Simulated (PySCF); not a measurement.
Compound: formyl fluoride, CHFO.
Bonds: O1–C2 (double), C2–F3. Hydrogens: H4 on C2.

Computed by this run: PBE0-D3(BJ)/def2-SVP geometry optimisation, gas phase in PySCF; density fitting, grid level 1; the optimiser is geomeTRIC in internal coordinates, started from a GFN2-xTB structure with every atom displaced at random (about 0.01 Å).

Step 2: E = -5806.5577 eV
```
atom  x, y, z in Å  |  force x, y, z in eV/Å
O1     -0.8402   -0.8983    0.0438   -0.463   0.239   0.006
C2     -0.0640   -0.0129    0.0321    0.148  -0.606   0.000
F3      1.2382   -0.2655    0.0133    0.278   0.418  -0.007
H4     -0.2601    1.0783    0.0342    0.037  -0.051   0.001
```

Step 3: E = -5806.5708 eV
```
atom  x, y, z in Å  |  force x, y, z in eV/Å
O1     -0.8525   -0.8927    0.0440   -0.154   0.089   0.002
C2     -0.0605   -0.0213    0.0321   -0.034  -0.205   0.000
F3      1.2451   -0.2548    0.0132    0.139   0.161  -0.004
H4     -0.2582    1.0704    0.0342    0.048  -0.045   0.002
```

**Question.** Estimate the geometry and energy of step 4. (The exact step hangs on the optimiser's Hessian estimate; all steps are aligned on step 3, rigid shifts and turns removed.)

**Answer.** E = -5806.5730 eV, largest force 0.089 eV/Å
```
atom  x, y, z in Å  |  force x, y, z in eV/Å
O1     -0.8584   -0.8906    0.0441   -0.012   0.030  -0.001
C2     -0.0600   -0.0251    0.0321   -0.069  -0.056   0.002
F3      1.2482   -0.2488    0.0131    0.056   0.036  -0.003
H4     -0.2558    1.0661    0.0341    0.026  -0.009   0.003
```

The energy changes by -0.0022 eV. The first-order estimate −F·Δx gives -0.0036 eV and the mean of the old and new forces, exact on a quadratic surface, -0.0022 eV. The step makes an angle of 25° with the force vector and moves no atom by more than 0.007 Å.

The cost below is that of the whole optimisation. On an Intel Xeon 6975P-C with one thread (shared host), this took 2.4 s wall and 0.27 GiB of memory at its peak.
